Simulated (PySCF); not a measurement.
Geometry (Å), atoms numbered from 1 in this order:
```xyz
14

C     2.1168   -0.5644   -0.0755
C     0.9937   -0.9344    0.5489
P    -0.4377    0.1060    0.9706
C    -0.2098    1.5374   -0.1701
C    -1.7610   -0.8281    0.0715
H     2.9492   -1.2622   -0.2071
H     2.2611    0.4443   -0.4744
H     0.9236   -1.9593    0.9381
H     0.6195    2.1682    0.1827
H    -1.1228    2.1512   -0.1485
H    -0.0103    1.2245   -1.2076
H    -1.5295   -0.9666   -0.9961
H    -1.8898   -1.8158    0.5394
H    -2.7144   -0.2869    0.1698
```

Geometry: PBE0-D3(BJ)/def2-SVP; GIAO shifts from PySCF, gas phase, non-relativistic, averaged over equivalent atoms.

At mPW1PW91/pcSseg-1 (137 basis functions, 13 s wall time on 1 thread of an Intel Xeon Platinum 8488C, shared host):
```
                 atoms  δ (ppm)
                    C2    152.8
                    C1    125.9
                 C4/C5     14.1
                    P3    -64.2
                    H8     6.45
                    H6     5.78
                    H7     5.39
H9/H10/H11/H12/H13/H14     1.03
```

Scale: ¹³C (183.54 ppm) and ¹H (31.32 ppm) against TMS; ³¹P (308.48 ppm) vs H3PO4 (reference shieldings calculated alike).

Task: What do these become at B97-D/pcSseg-1?

Result: 
```csv
atoms,δ at B97-D/pcSseg-1,change
C2,147.0,-5.8
C1,118.1,-7.8
C4/C5,15.4,+1.3
P3,-45.8,+18.4
H8,6.38,-0.07
H6,5.63,-0.15
H7,5.23,-0.16
H9/H10/H11/H12/H13/H14,1.06,+0.03
```

Chemical shifts δ = σref − σ; ¹³C (σ = 179.17 ppm) and ¹H (σ = 31.41 ppm) vs TMS; H3PO4 for ³¹P (σ = 307.82 ppm), all at this level.

The largest change is at P3 (phosphorus bonded to 3 C). Cost: 137 basis functions, 16 s wall time on 1 thread of an Intel Xeon Platinum 8488C, shared host. The order of the carbon signals is the same at both levels.

Experimental scales use liquid or dissolved standards, which lie at an offset from isolated H3PO4.
